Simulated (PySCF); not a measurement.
C5H8.
Geometry (PBE0-D3(BJ)/def2-TZVP, Å), atoms numbered from 1 in this order:
```xyz
13
C5H8 angstrom
C      1.9300   -0.0768   -0.4819
C      0.9904    0.5480    0.2257
C     -0.4258    0.1984    0.2511
C     -1.2697    0.9208    0.9931
C     -0.8913   -0.9667   -0.5633
H      1.7058   -0.9268   -1.1160
H      2.9629    0.2467   -0.4474
H      1.2731    1.3956    0.8455
H     -0.9165    1.7631    1.5778
H     -2.3286    0.6936    1.0372
H     -1.9629   -1.1248   -0.4428
H     -0.3721   -1.8831   -0.2683
H     -0.6844   -0.8093   -1.6257
```

Linear response at PBE0/aug-cc-pVTZ (PySCF, frozen core in the response, non-relativistic). Isolated species at its PBE0-D3(BJ)/def2-TZVP geometry (one conformer only).

Static isotropic polarisability: 67.68 au (10.03 Å³), principal values 45.8, 61.9, 95.3 au.

Task: What is the polarisability at 1064 nm and at the sodium D line?

Result: 68.68 au at 1064 nm (+1.5 %), 71.20 au at 589.3 nm (+5.2 %). The rise at 589.3 nm is 3.52 times that at 1064 nm; a pure ω² law gives 3.26. The lowest singlet lies at 222 nm, shorter than both wavelengths.

Task: What is the isotropic C6 coefficient between two such molecules, C6 = (3/π)∫α(iω)² dω?

Result: 1635 au (Eh·bohr⁶) by a ten-point quadrature over imaginary frequencies, which is 977 eV·Å⁶ or 94.2 J·nm⁶/mol.

Task: Which effective excitation energy ω̄ makes London's formula C6 = (3/4)α²ω̄ exact here?

Result: ω̄ = 4·C6/(3α²) = 0.476 Eh = 12.9 eV. A one-pole form α(ω) = α/(1 − ω²/ω̄²) fitted to the 1064 nm value gives 9.6 eV.

Task: What three-body coefficient follows from the one-pole estimate C9 = (3/4)·α·C6?

Result: 83000 au. This is an estimate from the two numbers above, not a computed integral.

Task: What n − 1 at the D line would an ideal gas of it have at 273.15 K and 1 atm (2.6868 × 10¹⁹ cm⁻³), by n − 1 = 2π·N·α′?

Result: 17.81 × 10⁻⁴, a formal value whether or not that pressure can be reached.

Task: The lowest 10 singlets have (eV, f): 5.60, 0.536; 5.77, 0.001; 6.23, 0.017; 6.26, 0.017; 6.71, 0.025; 6.86, 0.000; 6.87, 0.001; 6.96, 0.034; 7.06, 0.001; 7.18, 0.000. What share of the static polarisability do they carry in the sum over states α = Σ f/ω²?

Result: 14.28 au, 21.1 % of α; the largest term, 12.67 au, is that of the state at 5.60 eV. Their oscillator strengths add up to 0.63. Higher states carry the rest.

Task: How anisotropic is the static polarisability, by Δα² = ½[(α1 − α2)² + (α2 − α3)² + (α3 − α1)²]?

Result: Δα = 43.7 au, or 0.65 of the isotropic value.

Task: How many electrons N does the Slater–Kirkwood formula C6 = (3/4)·√N·α^(3/2) need to give this C6?

Result: N = (4·C6/3)²/α³ = 15.3; the species has 38 electrons in all.

Task: What molar refraction at the D line follows from R = (4π/3)·N_A·α′, with α′ the polarisability volume?

Result: α′ = 10.55 Å³ gives R = 26.61 cm³/mol, for isolated, non-vibrating species.
